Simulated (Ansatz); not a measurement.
**AlHClO (SMILES [O][AlH][Cl]): levels of theory compared**

We compute a comparison of 6 runs (UBLYP/STO-3G, UHSE06/STO-3G, USVWN5/STO-3G, UMP2/STO-3G, UCCSDT(Q)/STO-3G, UCCSDT/STO-3G) of AlHClO. 

Program for the calculation: Ansatz 0.2.0.

60 further runs of the same task are left out: 7 that didn't finish, 53 set aside as unsound or not needed.

### 1 The molecule

AlHClO: 4 atoms, total charge 0, spin state doublet. As SMILES, `[O][AlH][Cl]`. The Cl3–Al2 distance was set to 3.122 Å, away from the relaxed value.

Bond lengths: O1–Al2 1.729 Å, Al2–H4 1.566 Å. Angles: O1–Al2–H4 118.8°.

### 2 The energy at UBLYP/STO-3G (run 1)

The input, job.yaml:

```yaml
crystal:
  periodic: [false, false, false]
  atoms:
    - {symbol: O, position_ang: [1.136390, -0.906102, 1.942793]}
    - {symbol: Al, position_ang: [0.964190, 0.178798, 0.607793]}
    - {symbol: Cl, position_ang: [-1.573200, -0.210600, -1.168800]}
    - {symbol: H, position_ang: [2.065490, 1.267098, 0.374393]}
basis:
  gaussian: {orbitals: STO-3G}
magnetization: {spin_polarized: true, initial_magnetization: 1}
hamiltonian: {xc: {name: BLYP}}
accuracy: high
```

Run with:

```
$ ansatz run job.yaml --threads 1 --pin off --max-ram 2610MiB --events-out events.jsonl --progress --plain --runs-dir runs
```

Output:

```text
Warning: RAYON_NUM_THREADS=1 ignored (pool sized by the plan → 1); use --threads N
Functional definition: BLYP
  name "BLYP"
  parameter beta = 0.0042
  parameter a = 0.04918
  parameter b = 0.132
  parameter c = 0.2533
  parameter d = 0.349
  exchange = b88_x(beta = beta)
  correlation = lyp_c(a = a, b = b, c = c, d = d)
401 factors; integrals over basis functions are off by at most 2.4e-8 eV
mean field evaluation 1: about -20928.2560 eV, gradient 2.0e1 eV
mean field evaluation 2: about -20772.9630 eV, gradient 5.2e1 eV
mean field evaluation 4: about -20930.2820 eV, gradient 1.4e1 eV
mean field evaluation 8: about -20930.2542 eV, gradient 1.4e1 eV
mean field evaluation 16: about -20933.7226 eV, gradient 5.2e-2 eV
mean field evaluation 32: about -20911.7438 eV, gradient 2.4e1 eV
mean field evaluation 64: about -20932.4770 eV, gradient 6.2e0 eV
mean field -20933.72269482 eV, -769.3001196479 hartree, gradient 2.7e-8 eV, S^2 0.774498; 10 other end points of the search recorded, 0 dependent functions left out
reference -20933.72273296 eV, -769.3001210494 hartree; 20, 19 occupied and 4, 5 virtual orbitals, 401 factors
Total energy: -20933.72273296 eV, -769.3001210494 hartree
```

Run time: 6 s. Hardware: 1 thread of Arm Neoverse V1, shared host; peak memory 0.14 GiB.

### 3 The energy at UHSE06/STO-3G (run 2)

The input, run.yaml:

```yaml
crystal:
  periodic: [false, false, false]
  atoms:
    - {symbol: O, position_ang: [1.136390, -0.906102, 1.942793]}
    - {symbol: Al, position_ang: [0.964190, 0.178798, 0.607793]}
    - {symbol: Cl, position_ang: [-1.573200, -0.210600, -1.168800]}
    - {symbol: H, position_ang: [2.065490, 1.267098, 0.374393]}
basis:
  gaussian: {orbitals: STO-3G}
magnetization: {spin_polarized: true, initial_magnetization: 1}
hamiltonian: {xc: {name: HSE06}}
accuracy: high
```

Run with:

```
$ ansatz run run.yaml --threads 1 --pin off --max-ram 2610MiB --events-out events.jsonl --progress --plain --runs-dir runs
```

Output:

```text
Warning: RAYON_NUM_THREADS=1 ignored (pool sized by the plan → 1); use --threads N
Functional definition: HSE06
  name "HSE06"
  parameter a = 0.25
  parameter omega = 0.11/bohr
  exchange = pbe_x - a*pbe_x_sr(omega) + a*exact_x_sr(omega)
  correlation = pbe_c
401 factors; integrals over basis functions are off by at most 2.4e-8 eV
67 factors; integrals over basis functions are off by at most 1.8e-9 eV
mean field evaluation 1: about -20922.8321 eV, gradient 1.8e1 eV
mean field evaluation 2: about -20875.6275 eV, gradient 6.6e1 eV
mean field evaluation 4: about -20910.7290 eV, gradient 3.4e1 eV
mean field evaluation 8: about -20927.0194 eV, gradient 2.3e-1 eV
mean field evaluation 16: about -20927.0018 eV, gradient 9.9e-4 eV
mean field evaluation 32: about -20926.9574 eV, gradient 6.0e-1 eV
mean field -20927.00182858 eV, -769.0531323691 hartree, gradient 7.5e-8 eV, S^2 0.814252; 6 other end points of the search recorded, 0 dependent functions left out
reference -20927.00183034 eV, -769.0531324338 hartree; 20, 19 occupied and 4, 5 virtual orbitals, 401 factors
Total energy: -20927.00183034 eV, -769.0531324338 hartree
```

Wall time 3.9 s (1 thread of Arm Neoverse V1, shared host); peak memory 0.14 GiB.

Run 3 isn't shown in full; the table further down has it.

### 4 The energy at UMP2/STO-3G (run 4)

The input, input.yaml:

```yaml
crystal:
  periodic: [false, false, false]
  atoms:
    - {symbol: O, position_ang: [1.136390, -0.906102, 1.942793]}
    - {symbol: Al, position_ang: [0.964190, 0.178798, 0.607793]}
    - {symbol: Cl, position_ang: [-1.573200, -0.210600, -1.168800]}
    - {symbol: H, position_ang: [2.065490, 1.267098, 0.374393]}
basis:
  gaussian: {orbitals: STO-3G}
accuracy: high
correlation: {method: mp2, frozen_orbitals: {Al: 5, Cl: 5, H: 0, O: 1}}
magnetization: {spin_polarized: true, initial_magnetization: 1}
```

Run with:

```
$ ansatz run input.yaml --threads 1 --pin off --max-ram 2610MiB --events-out events.jsonl --progress --plain --runs-dir runs
```

Output, cut to the lines that bear on the results:

```text
Warning: RAYON_NUM_THREADS=1 ignored (pool sized by the plan → 1); use --threads N
Functional definition: HF
  name "HF"
[...]
401 factors; integrals over basis functions are off by at most 2.4e-8 eV
[...]
mean field -20897.15803326 eV, -767.9563931199 hartree, gradient 1.4e-8 eV, S^2 1.058956; 15 other end points of the search recorded, 0 dependent functions left out
11 core orbitals not correlated: weight in the atoms' cores, before any rotation towards them, 1.000 or more for the frozen orbitals, at most 0.000 for the correlated occupied ones
reference -20897.15803326 eV, -767.9563931199 hartree; 9, 8 occupied and 4, 5 virtual orbitals, 401 factors
second order -1.26669788 eV of doubles, -0.00000000 eV of singles
Total energy: -20898.42473114 eV, -768.0029434083 hartree
```

Run time: 0.87 s. Hardware: 1 thread of Arm Neoverse V1, shared host.

Run 5 isn't shown in full; the table further down has it.

### 5 The energy at UCCSDT/STO-3G (run 6)

The input, molecule.yaml:

```yaml
crystal:
  periodic: [false, false, false]
  atoms:
    - {symbol: O, position_ang: [1.136390, -0.906102, 1.942793]}
    - {symbol: Al, position_ang: [0.964190, 0.178798, 0.607793]}
    - {symbol: Cl, position_ang: [-1.573200, -0.210600, -1.168800]}
    - {symbol: H, position_ang: [2.065490, 1.267098, 0.374393]}
basis:
  gaussian:
    orbitals: STO-3G
accuracy: high
scf:
  omitted_lower_state_checks: [cluster_reference, increment]
magnetization:
  spin_polarized: true
  initial_magnetization: 1
correlation:
  method: ccsdt
  frozen_orbitals: {Al: 5, Cl: 5, H: 0, O: 1}
```

Run with:

```
$ ansatz run molecule.yaml --threads 1 --pin off --max-ram 2610MiB --events-out events.jsonl --progress --plain --runs-dir runs
```

Output:

```text
Warning: RAYON_NUM_THREADS=1 ignored (pool sized by the plan → 1); use --threads N
[... 16 lines left out ...]
11 core orbitals not correlated: weight in the atoms' cores, before any rotation towards them, 1.000 or more for the frozen orbitals, at most 0.000 for the correlated occupied ones
[... 64 lines left out ...]
WARN: these amplitudes may be one of several solutions (largest doubles amplitude 0.23, level shift 3.76 eV)
Total energy: -20899.36073675 eV, -768.0373409800 hartree
Checks for a lower state left out: cluster_reference, increment
```

Wall time 2.4 s (1 thread of Arm Neoverse V1, shared host).

### 6 Overview of the runs

```tsv
run	level	frozen core orbitals	energy (Eh)	⟨S²⟩	wall time
1	UBLYP/STO-3G	–	-769.300121	0.774	6 s
2	UHSE06/STO-3G	–	-769.053132	0.814	3.9 s
3	USVWN5/STO-3G	–	-766.219419	0.768	8.4 s
4	UMP2/STO-3G	11	-768.002943	1.059	0.87 s
5	UCCSDT(Q)/STO-3G	11	-768.037583	1.059	2.9 s
6	UCCSDT/STO-3G	11	-768.037341	1.059	2.4 s
```

### 7 Outcome

```
                                           quantity          value
                                run 6: total energy  -768.03734 Eh
run 6: correlation energy (11 core orbitals frozen)      -80.9 mEh
           run 6: ⟨S²⟩ of the reference determinant          1.059
                               run 6: T1 diagnostic          0.052
```

**Reading.** Totals of different functionals can't be ranked against each other. In runs 1, 2, 3, 4, 5, 6 the basis is minimal, so the values are rough. Spin contamination of the reference: run 4 ⟨S²⟩ = 1.06, run 5 ⟨S²⟩ = 1.06, run 6 ⟨S²⟩ = 1.06. All runs together took 24 s, the longest 8.4 s.
